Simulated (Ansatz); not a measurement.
# TlS (I4/mcm, No. 140)

Calculation: LDA in Ansatz (plane waves, PAW).

Settings: plane-wave cutoff 520 eV, 8×8×8 k mesh, Fermi–Dirac smearing 0.01 eV, scalar-relativistic PAW data made under PBE.

Cell (measured lattice):

```xyz
8
Lattice="-3.8930 3.8930 3.4000 3.8930 -3.8930 3.4000 3.8930 3.8930 -3.4000" Properties=species:S:1:pos:R:3 pbc="T T T"
Tl     0.0000     3.8930     1.7000
Tl     3.8930     0.0000     1.7000
Tl     0.0000     0.0000     1.7000
Tl     0.0000     0.0000     5.1000
S      1.3937     5.2867     0.0000
S      2.4993     1.3937     0.0000
S      2.4993    -1.3937     3.4000
S      1.3937     2.4993     3.4000
```

```
Item                                           Value
-------------------------------------------  -------
band gap                                     0.11 eV
smallest direct gap on the k points sampled  0.66 eV
direct gap at Γ                              1.97 eV
```

Note: cell and atoms aren't relaxed at this level (largest force component 0.32 eV/Å, pressure -3.2 GPa).

Spin–orbit coupling is not included; it can close the smallest gap of 0.11 eV.

Computed values are for the static lattice.

Cost on a shared machine: about 100 core-seconds (a rough figure).

Ansatz is an electronic-structure program.
